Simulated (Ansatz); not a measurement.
An Ansatz input:

```yaml
crystal:
  lattice:
    - [12.0, 0.0, 0.0]
    - [0.0, 12.3, 0.0]
    - [0.0, 0.0, 12.6]
  atoms:
    - { symbol: F, position: [0.5, 0.5, 0.4446127626] }
    - { symbol: F, position: [0.5, 0.5, 0.5553872374] }
hamiltonian:
  xc: r2scan
  pseudopotentials:
    kind: paw
    azcp:
      F: "pseudopotentials/F.paw.azcp"
basis:
  ecutwfc: 500
  fft_grid_basis: typed
kpoints:
  mp_grid: { grid: [1, 1, 1], shift: [0, 0, 0] }
magnetization:
  spin_polarized: false
scf:
  occupations: { method: fermi_dirac, width: 0.01 }
```

Output

```
Engine: ansatz 0.2.0, aarch64-unknown-linux-gnu
Pseudopotentials: kind: paw
Pseudopotential: F, paw, valence charge 7, recommended cutoff 500 eV (meta_gga) 
Functional definition: r2SCAN
  parameter k0 = 0.174
  parameter k1 = 0.065
  parameter a1 = 4.9479
  exchange = r2scan_x(k0 = k0, k1 = k1, a1 = a1)
  correlation = r2scan_c
Crystal: 2 atoms, lattice volume = 1859.760 Å³
Basis set: ecut = 500 eV, 47207 PW (Γ), exchange–correlation on 360×360×384 points (64 copies of the dense FFT grid, shifted against one another)
Bands: 11, of which v1, the nominal top of the filled ones, is band 7 counted from 1 (6 counted from 0)
Symmetry: 8 space group operations
Space group: Pmmm (ITA 47), of the structure as read, at distance tolerance 1.2e-4 Å
k-points: 1
Non-local potential: F, projectors of the file, l = 0: 2, l = 1: 2, l = 2: 1
PAW form: soft (Blöchl's): semilocal exchange-correlation on the pseudo side does not see the compensation charge
PAW frozen core: F, regenerated for the run's functional (the file was generated under x = pbe(κ = 0.804, μ = 0.2195149727645171), c = pbe(β = 0.06672455060314922))
PAW one-centre angular grid: F, 302 points (default); XC on 160 Gauss nodes
Initial density: superposition of atomic densities (neutral atoms: chi_scale 0, normalization atom), corrected by the library's trained network
Initial wavefunctions: pseudopotential atomic-orbital guess
Functional: x = r2scan, c = r2scan; τ floored in thin density (d = 2e-4 eV/Å³)
SCF iter   1: F=—  HF=-1613.701140 eV  |F-HF|=—  |Δ(HF+E_count)|=         —  Δρ=9.49e-4  dr2=1.14e-2  dr2_τ=1.20e-1  ethr=1.77e-3  ⟨swp⟩=5.0  Hψ=59  notcnv=0
SCF iter   2: F=—  HF=-1613.708996 eV  |F-HF|=—  |Δ(HF+E_count)|=   7.86e-3  Δρ=4.65e-4  dr2=1.01e-3  dr2_τ=3.42e-4  ethr=8.17e-5  ⟨swp⟩=3.0  Hψ=34  notcnv=0
SCF iter   3: F=—  HF=-1613.710501 eV  |F-HF|=—  |Δ(HF+E_count)|=   1.50e-3  Δρ=1.81e-4  dr2=2.00e-4  dr2_τ=5.43e-5  ethr=7.25e-6  ⟨swp⟩=3.0  Hψ=22  notcnv=0
SCF iter   4: F=—  HF=-1613.711337 eV  |F-HF|=—  |Δ(HF+E_count)|=   8.36e-4  Δρ=6.95e-6  dr2=1.70e-7  dr2_τ=9.51e-8  ethr=1.43e-6  ⟨swp⟩=6.0  Hψ=29  notcnv=0
SCF iter   5: F=—  HF=-1613.711355 eV  |F-HF|=—  |Δ(HF+E_count)|=   1.81e-5  Δρ=1.44e-6  dr2=1.21e-8  dr2_τ=5.02e-9  ethr=1.22e-9  ⟨swp⟩=3.0  Hψ=24  notcnv=0
SCF iter   6: F=-1613.711355 eV  HF=-1613.711355 eV  |F-HF|=3.40e-10  |Δ(HF+E_count)|=   3.55e-8  Δρ=2.30e-7  dr2=2.95e-10  dr2_τ=1.20e-10  ethr=8.68e-11  ⟨swp⟩=1.0  Hψ=33  notcnv=0
SCF 1 converged in 6 iterations: F = -1613.711355 eV  dr2 = 2.95e-10
SCF converged after 6 iterations
Free energy (F): -1613.711355 eV
Harris-Foulkes:  -1613.711355 eV  (|F-HF|=3.40e-10)
Internal energy: -1613.711355 eV  (E = F + TS)
E sigma→0 (E₀):  -1613.711355 eV
Fermi energy:    -7.426867 eV
--- Per-component energies (eV) ---
  E_band       = -253.952602
  E_kinetic    = 406.733358
  E_local      = -3118.668423  (includes V_loc(G=0)·N_el)
  E_nonlocal   = 145.998011
  E_hartree    = 1328.472996
  E_xc         = -154.456012
  E_vxc        = -228.154997  (∫ρ·V_xc dr)
  E_paw        = -403.268791  (= ΣΔE_a)
  E_vpaw       = -134.887849  (= ΣTr[D̂ρ^β])
  E_aug_tail   = 0.001989  (compensation charges beyond the density's cutoff)
  E_vtau       = 18.079142  (kinetic-family band-sum trace: ∫τ·v_τ [+ j·A + Jᵃ·Aᵃ] dr)
  E_ewald      = 181.538298
  E_core_change = -0.062783  (= ΣΔE_core)
  E_smearing   = -0.000000  (= −TS)
  E_closure    = 0.000000  (closes the sum)
  Σ components = -1613.711355   (vs F -1613.711355, Δ=0.00e0)
```
